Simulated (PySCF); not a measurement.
# `c1cc[p-]c1`, [C₄H₄P]-, charge -1

Molfile (atoms numbered from 1):
```
C4H4P
     RDKit          3D

  9  9  0  0  0  0  0  0  0  0999 V2000
   -0.7389   -0.6487   -0.0488 C   0  0  0  0  0  0  0  0  0  0  0  0
    0.6563   -0.7350   -0.0478 C   0  0  0  0  0  0  0  0  0  0  0  0
    1.2609    0.5000    0.0356 C   0  0  0  0  0  0  0  0  0  0  0  0
    0.1132    1.8118    0.1153 P   0  0  0  0  0  0  0  0  0  0  0  0
   -1.1869    0.6512    0.0341 C   0  0  0  0  0  0  0  0  0  0  0  0
   -1.3985   -1.5099   -0.1074 H   0  0  0  0  0  0  0  0  0  0  0  0
    1.2053   -1.6708   -0.1063 H   0  0  0  0  0  0  0  0  0  0  0  0
    2.3320    0.6629    0.0517 H   0  0  0  0  0  0  0  0  0  0  0  0
   -2.2297    0.9445    0.0485 H   0  0  0  0  0  0  0  0  0  0  0  0
  1  2  1  0
  2  3  2  0
  3  4  1  0
  4  5  1  0
  5  1  2  0
  1  6  1  0
  2  7  1  0
  3  8  1  0
  5  9  1  0
M  CHG  1   4  -1
M  END
```

Level of theory: PySCF 2.14.0, quadratic response wB97X-D/aug-cc-pVDZ first hyperpolarisability, Taylor convention, gas phase. Geometry: GFN2-xTB.

For a gas-phase anion, states above the detachment energy (about 2.2 eV, taken as minus the energy of the highest occupied orbital) lie in the continuum and depend on the basis.

Q: Give the tensor of the second harmonic β(−2ω;ω,ω) at 1550 nm in the axes of these coordinates.

A: In au, Taylor convention; rows are the first index (the induced dipole):
```
      xx      yy      zz     xy     xz      yz
x  -16.5   -39.3   -22.3  -88.7   -5.2    +0.1
y  -91.6  -813.7  -363.2  -39.1   +0.1    -6.4
z   -5.3    -6.8   -70.9   +0.1  -21.9  -357.2
```
Norm of βᵢ = ⅓ Σⱼ (βᵢⱼⱼ + βⱼᵢⱼ + βⱼⱼᵢ): 1267.7 au, hyper-Rayleigh value 475.7 au.
